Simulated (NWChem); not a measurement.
System: phosphine (PH3); SMILES P

Here is an NWChem input.

```
start job
memory heap 200 mb stack 900 mb global 1100 mb
geometry units angstroms noautosym nocenter noautoz
  P      0.000000     0.000000     0.138041
  H      0.404904    -1.125274    -0.643619
  H     -1.176967     0.211980    -0.643619
  H      0.772064     0.913294    -0.643619
end
basis spherical
  * library def2-svp
end
dft
  xc pbe0
  iterations 150
end
cosmo
  do_cosmo_smd true
  solvent hexane
end
task dft energy
```

Excerpt of the output:

```
             Northwest Computational Chemistry Package (NWChem) 7.3.0
             --------------------------------------------------------

                             Geometry "geometry" -> ""
                             -------------------------

 Output coordinates in angstroms (scale by  1.889725989 to convert to a.u.)

  No.       Tag          Charge          X              Y              Z
 ---- ---------------- ---------- -------------- -------------- --------------
    1 P                   15.0000     0.00000000     0.00000000     0.13804100
    2 H                    1.0000     0.40490400    -1.12527400    -0.64361900
    3 H                    1.0000    -1.17696700     0.21198000    -0.64361900
    4 H                    1.0000     0.77206400     0.91329400    -0.64361900

 Effective nuclear repulsion energy (a.u.)      17.4340134458

                                 NWChem DFT Module
                                 -----------------

 Summary of "ao basis" -> "ao basis" (spherical)
 ------------------------------------------------------------------------------
       Tag                 Description            Shells   Functions and Types
 ---------------- ------------------------------  ------  ---------------------
 P                          def2-svp                 8       18   4s3p1d
 H                          def2-svp                 3        5   2s1p

 in cosmo_initialize ...
 calling solv_data for solv:hexane

 solvent parameters
 solvname_short: hexane
 solvname_long:  n-hexane
 dielec:        1.8819
 dielecinf:     1.8903
 nonaqueous SMD model solvent descriptors
 dielec:        1.8819
 sola:          0.0000
 solb:          0.0000
 solc:          0.0000
 solg:         25.7500
 solh:          0.0000
 soln:          1.3749

          ---------------
          -cosmo- solvent
          ---------------
 Cosmo: York-Karplus, doi: 10.1021/jp992097l
 dielectric constant -eps-     =   1.88
 screen = (eps-1)/(eps    )    =   0.46862
 surface charge correction     = lagrangian

   van der Waals surface
 --------------------------

 ---------- ATOMIC COORDINATES (A.U.) ------------ VDWR(ANG.) --
     1    0.00000000    0.00000000    0.26085967     2.120
     2    0.76515761   -2.12645952   -1.21626355     1.200
     3   -2.22414513    0.40058412   -1.21626355     1.200
     4    1.45898941    1.72587541   -1.21626355     1.200
 number of segments per atom =        128
 number of   points per atom =        128
 atom (   nspa,  nppa )
 ----------------------
    1 (    104,     0 )       0
    2 (     55,     0 )       0
    3 (     56,     0 )       0
    4 (     58,     0 )       0
 number of -cosmo- surface points =      273
 molecular surface =     62.233 angstrom**2
 molecular volume  =     43.563 angstrom**3
 -lineq- algorithm             =   0
 -bem- low  level              =   3
 -bem- from -octahedral-
 gaussian surface charge width =   4.50000
 degree of switching           =   1.00000
 switching function tolerance  =   0.00010
 atomic radii =
 --------------
    1 15.000  2.120
    2  1.000  1.200
    3  1.000  1.200
    4  1.000  1.200
 ...... end of -cosmo- initialization ......

 nat:                     4
 ixmem:                  1008
 calling mnsol_interface()
 G(SMD-CDS) energy (kcal/mol)  =     0.703
 SMD-CDS SASA (angstrom**2)    =    78.035

            General Information
            -------------------
          SCF calculation type: DFT
          Wavefunction type:  closed shell.
          No. of atoms     :     4
          No. of electrons :    18
           Alpha electrons :     9
            Beta electrons :     9
          Charge           :     0
          Spin multiplicity:     1
          Use of symmetry is: off; symmetry adaption is: off
          Maximum number of iterations: 150
          AO basis - number of functions:    33
                     number of shells:    17
          Convergence on energy requested:  1.00D-06
          Convergence on density requested:  1.00D-05
          Convergence on gradient requested:  5.00D-04

              XC Information
              --------------
                         PBE0 Method XC Functional
                     Hartree-Fock (Exact) Exchange  0.250
          PerdewBurkeErnzerhof Exchange Functional  0.750
            Perdew 1991 LDA Correlation Functional  1.000 local
           PerdewBurkeErnz. Correlation Functional  1.000 non-local

             Grid Information
             ----------------
          Grid used for XC integration:  medium
          Radial quadrature: Mura-Knowles
          Angular quadrature: Lebedev.
          Tag              B.-S. Rad. Rad. Pts. Rad. Cut. Ang. Pts.
          ---              ---------- --------- --------- ---------
          P                   1.00       88           7.0       590
          H                   0.35       45           7.0       434
          Grid pruning is: on
          Number of quadrature shells:   223
          Spatial weights used:  Erf1

      Superposition of Atomic Density Guess
      -------------------------------------

 Sum of atomic energies:        -342.03549735

      Non-variational initial energy
      ------------------------------

 Total energy =    -342.230065
 1-e energy   =    -507.143573
 2-e energy   =     147.479494
 HOMO         =      -0.308450
 LUMO         =       0.106721

   convergence    iter        energy       DeltaE   RMS-Dens  Diis-err
 ---------------- ----- ----------------- --------- --------- ---------
     COSMO gas phase
 d= 0,ls=0.0,diis     1   -342.8857269935 -3.60D+02  7.97D-03  7.37D-02
 d= 0,ls=0.0,diis     2   -342.8951134456 -9.39D-03  2.80D-03  4.92D-03
 d= 0,ls=0.0,diis     3   -342.8959870852 -8.74D-04  4.69D-04  3.91D-04
 d= 0,ls=0.0,diis     4   -342.8960614824 -7.44D-05  8.67D-05  2.58D-06
 d= 0,ls=0.0,diis     5   -342.8960618074 -3.25D-07  4.16D-05  9.09D-07
 d= 0,ls=0.0,diis     6   -342.8960619658 -1.58D-07  2.11D-06  1.37D-09

   convergence    iter        energy       DeltaE   RMS-Dens  Diis-err
 ---------------- ----- ----------------- --------- --------- ---------
     COSMO solvation phase
 d= 0,ls=0.0,diis     1   -342.8958395070  2.22D-04  1.12D-03  1.90D-04
 d= 0,ls=0.0,diis     2   -342.8959033049 -6.38D-05  3.30D-04  5.21D-05
 d= 0,ls=0.0,diis     3   -342.8959128811 -9.58D-06  7.65D-05  2.50D-06
 d= 0,ls=0.0,diis     4   -342.8959133291 -4.48D-07  1.69D-05  1.19D-07
 d= 0,ls=0.0,diis     5   -342.8959133491 -2.00D-08  2.17D-06  2.38D-09

         Total DFT energy =     -342.895913349109
      One electron energy =     -508.171570541059
           Coulomb energy =      172.008749729602
    Exchange-Corr. energy =      -24.172726260770
 Nuclear repulsion energy =       17.434013445767

             COSMO energy =        0.005620277350

 Numeric. integr. density =       17.999993445286

                                COSMO-SMD solvation results
                                ---------------------------

             internal energy in gas <Psi(g)|H|Psi(g)> =      -342.896061965756
         internal energy in solvent <Psi(s)|H|Psi(s)> =      -342.895979281878
                               delta internal energy  =         0.000082683877 (    0.05 kcal/mol)
   total free energy in solvent <Psi(s)|H+V/2|Psi(s)> =      -342.897034109332
 polarization energy contribution <Psi(s)|V/2|Psi(s)> =        -0.001054827454 (   -0.66 kcal/mol)
    total free energy in solvent including G(SMD-CDS) =      -342.895913349109
                       G(SMD-CDS) energy contribution =         0.001120760223 (    0.70 kcal/mol)
     1 M fixed-concentration free energy of solvation =         0.000148616646 (    0.09 kcal/mol)

                       DFT Final Molecular Orbital Analysis
                       ------------------------------------

 Vector    7  Occ=2.000000D+00  E=-3.916874D-01
              MO Center= -3.4D-01, -7.1D-02, -3.3D-01, r^2= 1.8D+00
   Bfn.  Coefficient  Atom+Function         Bfn.  Coefficient  Atom+Function
  ----- ------------  ---------------      ----- ------------  ---------------
    24      0.360859  3 H  s                  8     -0.301028  1 P  px
    11     -0.263225  1 P  px                19     -0.241458  2 H  s
    25      0.178425  3 H  s                  5      0.172628  1 P  px
    20     -0.119389  2 H  s                 29     -0.119404  4 H  s
     9      0.117119  1 P  py                12      0.102385  1 P  py

 Vector    8  Occ=2.000000D+00  E=-3.916741D-01
              MO Center=  3.4D-01,  7.1D-02, -3.3D-01, r^2= 1.8D+00
   Bfn.  Coefficient  Atom+Function         Bfn.  Coefficient  Atom+Function
  ----- ------------  ---------------      ----- ------------  ---------------
    29      0.347748  4 H  s                  9      0.301039  1 P  py
    19     -0.277266  2 H  s                 12      0.263252  1 P  py
     6     -0.172634  1 P  py                30      0.171919  4 H  s
    20     -0.137058  2 H  s                  8      0.117123  1 P  px
    11      0.102390  1 P  px                24     -0.070473  3 H  s

 Vector    9  Occ=2.000000D+00  E=-2.873823D-01
              MO Center= -2.4D-05, -1.7D-05,  3.7D-01, r^2= 1.8D+00
   Bfn.  Coefficient  Atom+Function         Bfn.  Coefficient  Atom+Function
  ----- ------------  ---------------      ----- ------------  ---------------
    13      0.455367  1 P  pz                 4      0.381235  1 P  s
    10      0.361890  1 P  pz                 3      0.318801  1 P  s
     2      0.211771  1 P  s                  7     -0.207121  1 P  pz
    19     -0.140428  2 H  s                 24     -0.140394  3 H  s
    29     -0.140391  4 H  s                 20     -0.106156  2 H  s

 Vector   10  Occ=0.000000D+00  E= 4.664283D-02
              MO Center= -3.8D-02,  1.6D-01, -1.1D-01, r^2= 3.1D+00
   Bfn.  Coefficient  Atom+Function         Bfn.  Coefficient  Atom+Function
  ----- ------------  ---------------      ----- ------------  ---------------
    11      1.034917  1 P  px                30     -0.908293  4 H  s
    25      0.849846  3 H  s                 12      0.441430  1 P  py
    29     -0.253538  4 H  s                  8      0.238356  1 P  px
    24      0.237171  3 H  s                  5     -0.148341  1 P  px
     9      0.101678  1 P  py                17     -0.094939  1 P  d  1

 Vector   11  Occ=0.000000D+00  E= 4.664792D-02
              MO Center=  3.8D-02, -1.6D-01, -1.1D-01, r^2= 3.1D+00
   Bfn.  Coefficient  Atom+Function         Bfn.  Coefficient  Atom+Function
  ----- ------------  ---------------      ----- ------------  ---------------
    12      1.034913  1 P  py                20      1.014884  2 H  s
    25     -0.558588  3 H  s                 30     -0.456858  4 H  s
    11     -0.441420  1 P  px                19      0.283298  2 H  s
     9      0.238349  1 P  py                24     -0.155824  3 H  s
     6     -0.148338  1 P  py                29     -0.127502  4 H  s

 Vector   12  Occ=0.000000D+00  E= 7.566731D-02
              MO Center=  1.1D-04, -7.3D-05, -7.3D-01, r^2= 4.2D+00
   Bfn.  Coefficient  Atom+Function         Bfn.  Coefficient  Atom+Function
  ----- ------------  ---------------      ----- ------------  ---------------
     4      1.652610  1 P  s                 20     -1.084313  2 H  s
    25     -1.084043  3 H  s                 30     -1.084213  4 H  s
    13     -1.053690  1 P  pz                 3      0.487911  1 P  s
     2      0.271058  1 P  s                 10     -0.172076  1 P  pz
     7      0.109036  1 P  pz                19     -0.063405  2 H  s

     Multipole analysis of the density
     ---------------------------------

     L   x y z        total         alpha         beta         nuclear
     -   - - -        -----         -----         ----         -------
     0   0 0 0     -0.000000     -9.000000     -9.000000     18.000000

     1   1 0 0      0.000275      0.000137      0.000137      0.000002
     1   0 1 0     -0.000011     -0.000006     -0.000006      0.000000
     1   0 0 1     -0.413179     -0.338642     -0.338642      0.264104

     2   2 0 0    -10.865074     -9.263006     -9.263006      7.660938
     2   1 1 0      0.000114      0.000057      0.000057      0.000000
     2   1 0 1     -0.000131     -0.000064     -0.000064     -0.000002
     2   0 2 0    -10.864932     -9.262938     -9.262938      7.660944
     2   0 1 1      0.000100      0.000050      0.000050      0.000000
     2   0 0 2    -12.406942     -8.932775     -8.932775      5.458608
```

Level: PBE0/def2-SVP, SMD on the gas-phase geometry. Coordinates come from a PBE0/def2-SVP optimisation. Solvent: n-hexane.
